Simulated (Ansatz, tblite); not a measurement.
# Cyclo-(PH)3 (P3H3): which spin state is lowest

Aim: set other spin states of cyclo-(PH)3 (P3H3) against its singlet, on many levels of theory.

The runs use Ansatz 0.2.0, Gaussian basis; as each input shows.

Plan: triplet, at the geometry of the singlet (GFN1-xTB, GFN2-xTB, PBE0-D4/def2-TZVP, PBE-D4/def2-TZVP, r2SCAN-D4/def2-TZVP); the singlet's energies come from earlier runs.

## (1) The geometry

The singlet was relaxed beforehand with PBE0-D4/def2-TZVP.

6 atoms, charge 0, spin multiplicity 1.

Bond lengths: P1–P2 2.220 Å, P1–P3 2.202 Å, P1–H4 1.421 Å, P2–P3 2.202 Å, P2–H5 1.421 Å, P3–H6 1.423 Å. Angles: P2–P1–P3 59.7°, P2–P1–H4 96.9°, P3–P1–H4 93.1°, P1–P2–P3 59.7°, P1–P2–H5 96.9°, P3–P2–H5 93.1°, P1–P3–P2 60.6°, P1–P3–H6 93.3°, P2–P3–H6 93.3°.

As a file:

```xyz
6
charge 0, multiplicity 1
P     1.0981   -0.4345    0.5652
P    -0.1497    1.3000   -0.0382
P    -0.4507   -0.6659   -0.9824
H     0.2450   -0.9081    1.5984
H    -1.1954    1.0941    0.9018
H     0.4528   -0.3856   -2.0448
```

## (2) Triplet at the fixed geometry, GFN1-xTB

Tight binding, by tblite at 300 K electronic temperature and without a spin-polarisation term:

```python
tblite.interface.Calculator('GFN1-xTB', numbers, positions, charge=0, uhf=2).singlepoint()
```

Energy -255.0457 eV; 0.004 s.

## (3) Triplet at the fixed geometry, GFN2-xTB

Tight binding, by tblite at 300 K electronic temperature and without a spin-polarisation term:

```python
tblite.interface.Calculator('GFN2-xTB', numbers, positions, charge=0, uhf=2).singlepoint()
```

Energy -243.7485 eV; 0.003 s.

## (4) Triplet at the fixed geometry, PBE0-D4/def2-TZVP

Input file in.yaml:

```yaml
crystal:
  periodic: [false, false, false]
  atoms:
    - {symbol: P, position_ang: [1.098082, -0.434487, 0.565189]}
    - {symbol: P, position_ang: [-0.149704, 1.300049, -0.038218]}
    - {symbol: P, position_ang: [-0.450665, -0.665940, -0.982360]}
    - {symbol: H, position_ang: [0.244956, -0.908139, 1.598384]}
    - {symbol: H, position_ang: [-1.195442, 1.094144, 0.901834]}
    - {symbol: H, position_ang: [0.452783, -0.385637, -2.044839]}
basis:
  gaussian: {orbitals: def2-TZVP}
magnetization: {spin_polarized: true, initial_magnetization: 2}
hamiltonian: {xc: pbe0, dispersion: d4}
scf: {omitted_lower_state_checks: [starts]}
output: {orbitals: {seedname: orbitals}}
```

Run with:

```bash
$ ansatz run in.yaml --threads 2 --pin off --events-out ev --progress --plain --max-ram 4352MiB
```

Output:

```text
Functional definition: PBE0
  name "PBE0"
  cite "Adamo & Barone, J. Chem. Phys. 110, 6158 (1999) doi:10.1063/1.478522"
  cite "Perdew, Burke & Ernzerhof, Phys. Rev. Lett. 77, 3865 (1996) doi:10.1103/PhysRevLett.77.3865"
  parent pbe
  parameter a = 0.25
  parameter kappa = 0.804
  parameter beta = 0.06672455060314922
  exchange = (1 - a)*pbe_x(kappa = kappa, mu = beta*pi^2/3) + a*exact_x
  correlation = pbe_c(beta = beta)
these checks for a lower state are left out or cut short: starts
978 factors; their error is unknown
mean field evaluation 1: about -27900.2513 eV, gradient 1.1e1 eV
mean field evaluation 2: about -27900.3498 eV, gradient 1.2e1 eV
mean field evaluation 4: about -27901.1219 eV, gradient 1.3e0 eV
mean field evaluation 8: about -27901.1423 eV, gradient 1.1e-1 eV
mean field evaluation 16: about -27901.1692 eV, gradient 3.1e-3 eV
mean field evaluation 32: about -27901.1808 eV, gradient 1.9e-5 eV
mean field -27901.18079244 eV, -1025.3494820224 hartree, gradient 7.7e-6 eV, S^2 2.012061; 0 other end points of the search recorded, 0 dependent functions left out
reference -27901.18081929 eV, -1025.3494830093 hartree; 25, 23 occupied and 104, 106 virtual orbitals, 978 factors
Total energy: -27901.33945970 eV, -1025.3553129369 hartree
Checks for a lower state left out: starts
```

Run time: 10 s. Hardware: 2 threads of Arm Neoverse V2, shared host.

HOMO -3.06 eV, LUMO -5.23 eV (over both spins; with the spin held, an empty level of the minority spin lies below the top filled one); ⟨S²⟩ 2.012 (pure: 2.00).

## (5) Triplet at the fixed geometry, PBE-D4/def2-TZVP

start.molden holds the orbitals of an earlier run on this state, given as this run's starting guess.

Changes to in.yaml since step 4:

```diff
@@ -10,5 +10,5 @@
 basis:
-  gaussian: {orbitals: def2-TZVP}
+  gaussian: {orbitals: def2-TZVP, initial_orbitals: start.molden}
 magnetization: {spin_polarized: true, initial_magnetization: 2}
-hamiltonian: {xc: pbe0, dispersion: d4}
+hamiltonian: {xc: pbe, dispersion: d4}
 scf: {omitted_lower_state_checks: [starts]}
```

Same command.

Output:

```text
Functional definition: PBE
  name "PBE"
  cite "Perdew, Burke & Ernzerhof, Phys. Rev. Lett. 77, 3865 (1996) doi:10.1103/PhysRevLett.77.3865"
  parent pbe
  parameter kappa = 0.804
  parameter beta = 0.06672455060314922
  exchange = pbe_x(kappa = kappa, mu = beta*pi^2/3)
  correlation = pbe_c(beta = beta)
these checks for a lower state are left out or cut short: starts
942 factors; their error is unknown
mean field evaluation 1: about -27898.8792 eV, gradient 8.2e0 eV
mean field evaluation 2: about -27898.9733 eV, gradient 1.8e-1 eV
mean field evaluation 4: about -27898.9759 eV, gradient 1.3e-1 eV
mean field evaluation 8: about -27898.9777 eV, gradient 2.6e-2 eV
mean field evaluation 16: about -27898.9778 eV, gradient 4.2e-5 eV
mean field -27898.97782785 eV, -1025.2685245670 hartree, gradient 7.0e-6 eV, S^2 2.011067; 0 other end points of the search recorded, 0 dependent functions left out
reference -27898.97786361 eV, -1025.2685258814 hartree; 25, 23 occupied and 104, 106 virtual orbitals, 942 factors
Total energy: -27899.16844052 eV, -1025.2755294537 hartree
Checks for a lower state left out: starts
```

Run time: 7 s. Hardware: 2 threads of Arm Neoverse V2, shared host.

Report: HOMO -2.16 eV, LUMO -6.07 eV (over both spins; with the spin held, an empty level of the minority spin lies below the top filled one); ⟨S²⟩ 2.011 (pure: 2.00).

## (6) Triplet at the fixed geometry, r2SCAN-D4/def2-TZVP

Changes to in.yaml since step 5:

```diff
@@ -12,3 +12,3 @@
 magnetization: {spin_polarized: true, initial_magnetization: 2}
-hamiltonian: {xc: pbe, dispersion: d4}
+hamiltonian: {xc: r2scan, dispersion: d4}
 scf: {omitted_lower_state_checks: [starts]}
```

Launched as before.

Output (excerpt; [...] marks lines left out):

```text
Functional definition: r2SCAN
  name "r2SCAN"
  cite "Furness, Kaplan, Ning, Perdew & Sun, J. Phys. Chem. Lett. 11, 8208 (2020) doi:10.1021/acs.jpclett.0c02405"
  cite "Furness, Kaplan, Ning, Perdew & Sun, J. Phys. Chem. Lett. 11, 9248 (2020) doi:10.1021/acs.jpclett.0c03077"
  parent r2scan
[...]
942 factors; their error is unknown
[...]
mean field -27909.67320387 eV, -1025.6615723862 hartree, gradient 8.3e-6 eV, S^2 2.017332; 0 other end points of the search recorded, 0 dependent functions left out
reference -27909.67321551 eV, -1025.6615728141 hartree; 25, 23 occupied and 104, 106 virtual orbitals, 942 factors
Total energy: -27909.71227519 eV, -1025.6630082306 hartree
Checks for a lower state left out: starts
```

Wall time 14 s (2 threads of Arm Neoverse V2, shared host).

From the report: HOMO -2.39 eV, LUMO -5.89 eV (over both spins; with the spin held, an empty level of the minority spin lies below the top filled one); ⟨S²⟩ 2.017 (pure: 2.00).

## (7) Triplet less singlet, vertical

The singlet's energies are those of its earlier runs, whose logs aren't repeated here.

| level | triplet less singlet, vertical (kJ/mol) | time |
| --- | --- | --- |
| GFN1-xTB | +371.6 | 0.008 s |
| GFN2-xTB | +349.1 | 0.005 s |
| PBE-D4/def2-TZVP | +422.4 | 8.2 s |
| r2SCAN-D4/def2-TZVP | +424.0 | 16 s |
| PBE0-D4/def2-TZVP | +434.3 | 12 s |

Times add the two runs; a level without a time comes out of a correlated run. Tight binding without a spin term can't rank spin states.

## (8) What came out

| quantity | value |
| --- | --- |
| triplet less singlet, vertical, functionals in def2-TZVP | +422.4 (PBE-D4) to +434.3 kJ/mol (PBE0-D4) |

**Reading.** All functionals put the triplet above the singlet, over a spread of 11.9 kJ/mol. The checks for a lower triplet were left out, so another state of that spin may lie lower. These are electronic energies, without zero-point motion, entropy or surroundings.
